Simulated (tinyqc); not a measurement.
Worked calculation: UKS/exchange-only LDA in the sto-3g basis, for BH2, spin multiplicity 2. One step of it, computed by the program tinyqc.

Task: Iteration 1: building the Kohn-Sham matrix. J_ij = sum D_kl (ij|kl) with D = D(alpha) + D(beta); F = H + J + V_xc; E = tr D H + tr D J / 2 + E_xc + E_nn.

D(alpha) at the start, lower triangle:
```
            1B 1s      1B 2s    1B 2px     1B 2py     1B 2pz      2H 1s     3H 1s
1B 1s    1.076550
1B 2s   -0.287563   1.074871
1B 2px   0.000000   0.000000  1.000000
1B 2py   0.000000   0.000000  0.000000   1.139620
1B 2pz  -0.083900   0.332709  0.000000   0.000000   0.103011
2H 1s    0.024326  -0.080938  0.000000  -0.118259  -0.025039   0.018374
3H 1s    0.024326  -0.080938  0.000000   0.118259  -0.025039  -0.006170  0.018374
```

D(beta) at the start, lower triangle:
```
            1B 1s      1B 2s    1B 2px     1B 2py     1B 2pz      2H 1s     3H 1s
1B 1s    1.076550
1B 2s   -0.287563   1.074871
1B 2px   0.000000   0.000000  0.000000
1B 2py   0.000000   0.000000  0.000000   1.139620
1B 2pz  -0.083900   0.332709  0.000000   0.000000   0.103011
2H 1s    0.024326  -0.080938  0.000000  -0.118259  -0.025039   0.018374
3H 1s    0.024326  -0.080938  0.000000   0.118259  -0.025039  -0.006170  0.018374
```

core Hamiltonian H = T + V (hartree), lower triangle:
```
             1B 1s      1B 2s     1B 2px     1B 2py     1B 2pz      2H 1s      3H 1s
1B 1s   -13.015298
1B 2s    -3.374300  -4.100383
1B 2px    0.000000   0.000000  -3.256497
1B 2py    0.000000   0.000000   0.000000  -3.386989
1B 2pz   -0.007218  -0.070169   0.000000   0.000000  -3.271258
2H 1s    -0.398728  -1.122686   0.000000  -1.070749  -0.367507  -2.378900
3H 1s    -0.398728  -1.122686   0.000000   1.070749  -0.367507  -0.092588  -2.378900
```

Two-electron integrals (ij|kl) in chemists' order, unique and non-zero (hartree):
```
(11|11) 2.923513    (21|11) 0.518376    (21|21) 0.109262    (22|11) 0.744229
(22|21) 0.193177    (22|22) 0.544804    (31|31) 0.020264    (32|31) 0.029996
(32|32) 0.120346    (33|11) 0.742491    (33|21) 0.193240    (33|22) 0.544682
(33|33) 0.586773    (41|41) 0.020264    (42|41) 0.029996    (42|42) 0.120346
(43|43) 0.031630    (44|11) 0.742491    (44|21) 0.193240    (44|22) 0.544682
(44|33) 0.523513    (44|44) 0.586773    (51|51) 0.020264    (52|51) 0.029996
(52|52) 0.120346    (53|53) 0.031630    (54|54) 0.031630    (55|11) 0.742491
(55|21) 0.193240    (55|22) 0.544682    (55|33) 0.523513    (55|44) 0.523513
(55|55) 0.586773    (61|11) 0.060155    (61|21) 0.012640    (61|22) 0.022450
(61|33) 0.022352    (61|41) 0.000834    (61|42) 0.001556    (61|44) 0.022626
(61|51) 0.000281    (61|52) 0.000523    (61|54) 0.000092    (61|55) 0.022383
(61|61) 0.001505    (62|11) 0.169816    (62|21) 0.044907    (62|22) 0.142713
(62|33) 0.138431    (62|41) 0.004627    (62|42) 0.030244    (62|44) 0.149842
(62|51) 0.001556    (62|52) 0.010172    (62|54) 0.003838    (62|55) 0.139722
(62|61) 0.005542    (62|62) 0.055794    (63|31) 0.004118    (63|32) 0.020134
(63|43) 0.005383    (63|53) 0.001811    (63|63) 0.005493    (64|11) 0.160952
(64|21) 0.043074    (64|22) 0.144326    (64|33) 0.136872    (64|41) 0.007828
(64|42) 0.047412    (64|44) 0.157908    (64|51) 0.001248    (64|52) 0.009174
(64|54) 0.005264    (64|55) 0.138034    (64|61) 0.005521    (64|62) 0.065652
(64|64) 0.081168    (65|11) 0.054133    (65|21) 0.014487    (65|22) 0.048542
(65|33) 0.046034    (65|41) 0.001248    (65|42) 0.009174    (65|44) 0.049488
(65|51) 0.004538    (65|52) 0.023220    (65|54) 0.006545    (65|55) 0.050046
(65|61) 0.001857    (65|62) 0.022081    (65|64) 0.025452    (65|65) 0.014054
(66|11) 0.345693    (66|21) 0.092993    (66|22) 0.335665    (66|33) 0.317193
(66|41) 0.010332    (66|42) 0.092402    (66|44) 0.366533    (66|51) 0.003475
(66|52) 0.031078    (66|54) 0.016595    (66|55) 0.322774    (66|61) 0.011591
(66|62) 0.177299    (66|64) 0.224991    (66|65) 0.075672    (66|66) 0.774606
(71|11) 0.060155    (71|21) 0.012640    (71|22) 0.022450    (71|33) 0.022352
(71|41) -0.000834   (71|42) -0.001556   (71|44) 0.022626    (71|51) 0.000281
(71|52) 0.000523    (71|54) -0.000092   (71|55) 0.022383    (71|61) 0.001431
(71|62) 0.005007    (71|64) 0.004634    (71|65) 0.001690    (71|66) 0.010341
(71|71) 0.001505    (72|11) 0.169816    (72|21) 0.044907    (72|22) 0.142713
(72|33) 0.138431    (72|41) -0.004627   (72|42) -0.030244   (72|44) 0.149842
(72|51) 0.001556    (72|52) 0.010172    (72|54) -0.003838   (72|55) 0.139722
(72|61) 0.005007    (72|62) 0.032188    (72|64) 0.029420    (72|65) 0.012486
(72|66) 0.074959    (72|71) 0.005542    (72|72) 0.055794    (73|31) 0.004118
(73|32) 0.020134    (73|43) -0.005383   (73|53) 0.001811    (73|63) 0.002713
(73|73) 0.005493    (74|11) -0.160952   (74|21) -0.043074   (74|22) -0.144326
(74|33) -0.136872   (74|41) 0.007828    (74|42) 0.047412    (74|44) -0.157908
(74|51) -0.001248   (74|52) -0.009174   (74|54) 0.005264    (74|55) -0.138034
(74|61) -0.004634   (74|62) -0.029420   (74|64) -0.025239   (74|65) -0.011254
(74|66) -0.068145   (74|71) -0.005521   (74|72) -0.065652   (74|74) 0.081168
(75|11) 0.054133    (75|21) 0.014487    (75|22) 0.048542    (75|33) 0.046034
(75|41) -0.001248   (75|42) -0.009174   (75|44) 0.049488    (75|51) 0.004538
(75|52) 0.023220    (75|54) -0.006545   (75|55) 0.050046    (75|61) 0.001690
(75|62) 0.012486    (75|64) 0.011254    (75|65) 0.007449    (75|66) 0.030025
(75|71) 0.001857    (75|72) 0.022081    (75|74) -0.025452   (75|75) 0.014054
(76|11) 0.013149    (76|21) 0.003457    (76|22) 0.010740    (76|33) 0.010520
(76|44) 0.010884    (76|51) 0.000230    (76|52) 0.001429    (76|55) 0.010806
(76|61) 0.000407    (76|62) 0.003194    (76|64) 0.003324    (76|65) 0.001397
(76|66) 0.008489    (76|71) 0.000407    (76|72) 0.003194    (76|74) -0.003324
(76|75) 0.001397    (76|76) 0.000246    (77|11) 0.345693    (77|21) 0.092993
(77|22) 0.335665    (77|33) 0.317193    (77|41) -0.010332   (77|42) -0.092402
(77|44) 0.366533    (77|51) 0.003475    (77|52) 0.031078    (77|54) -0.016595
(77|55) 0.322774    (77|61) 0.010341    (77|62) 0.074959    (77|64) 0.068145
(77|65) 0.030025    (77|66) 0.183090    (77|71) 0.011591    (77|72) 0.177299
(77|74) -0.224991   (77|75) 0.075672    (77|76) 0.008489    (77|77) 0.774606
```

nuclear repulsion = 3.65416871 hartree

V_xc(alpha) (hartree), lower triangle:
```
            1B 1s      1B 2s     1B 2px     1B 2py     1B 2pz      2H 1s      3H 1s
1B 1s   -1.733542
1B 2s   -0.282688  -0.464447
1B 2px   0.000000   0.000000  -0.485877
1B 2py   0.000000   0.000000   0.000000  -0.482287
1B 2pz  -0.006043  -0.035969   0.000000   0.000000  -0.416775
2H 1s   -0.033264  -0.103987   0.000000  -0.096944  -0.035419  -0.138746
3H 1s   -0.033264  -0.103987   0.000000   0.096944  -0.035419  -0.008360  -0.138746
```

V_xc(beta) (hartree), lower triangle:
```
            1B 1s      1B 2s     1B 2px     1B 2py     1B 2pz      2H 1s      3H 1s
1B 1s   -1.717688
1B 2s   -0.270006  -0.406499
1B 2px   0.000000   0.000000  -0.381108
1B 2py   0.000000   0.000000   0.000000  -0.452410
1B 2pz  -0.007233  -0.044156   0.000000   0.000000  -0.377241
2H 1s   -0.031949  -0.095125   0.000000  -0.091790  -0.034332  -0.130975
3H 1s   -0.031949  -0.095125   0.000000   0.091790  -0.034332  -0.007586  -0.130975
```

E_xc = sum of w rho eps_xc = -4.40474810 hartree

Give: Coulomb J; F(alpha); F(beta); total energy of this density.

Result:

Coulomb J (hartree), lower triangle:
```
         1B 1s   1B 2s  1B 2px   1B 2py  1B 2pz   2H 1s   3H 1s
1B 1s   9.6497
1B 2s   2.0157  4.2398
1B 2px  0.0000  0.0000  4.2342
1B 2py  0.0000  0.0000  0.0000   4.2908
1B 2pz  0.0303  0.1325  0.0000   0.0000  4.1816
2H 1s   0.2349  1.0758  0.0000   1.0712  0.3762  2.4244
3H 1s   0.2349  1.0758  0.0000  -1.0712  0.3762  0.0820  2.4244
```

F(alpha) (hartree), lower triangle:
```
          1B 1s    1B 2s  1B 2px   1B 2py   1B 2pz    2H 1s    3H 1s
1B 1s   -5.0991
1B 2s   -1.6413  -0.3250
1B 2px   0.0000   0.0000  0.4918
1B 2py   0.0000   0.0000  0.0000   0.4215
1B 2pz   0.0171   0.0264  0.0000   0.0000   0.4936
2H 1s   -0.1971  -0.1508  0.0000  -0.0965  -0.0267  -0.0932
3H 1s   -0.1971  -0.1508  0.0000   0.0965  -0.0267  -0.0189  -0.0932
```

F(beta) (hartree), lower triangle:
```
          1B 1s    1B 2s  1B 2px   1B 2py   1B 2pz    2H 1s    3H 1s
1B 1s   -5.0832
1B 2s   -1.6286  -0.2670
1B 2px   0.0000   0.0000  0.5966
1B 2py   0.0000   0.0000  0.0000   0.4514
1B 2pz   0.0159   0.0182  0.0000   0.0000   0.5331
2H 1s   -0.1958  -0.1420  0.0000  -0.0914  -0.0256  -0.0854
3H 1s   -0.1958  -0.1420  0.0000   0.0914  -0.0256  -0.0182  -0.0854
```

total energy of this density = -23.359487 hartree
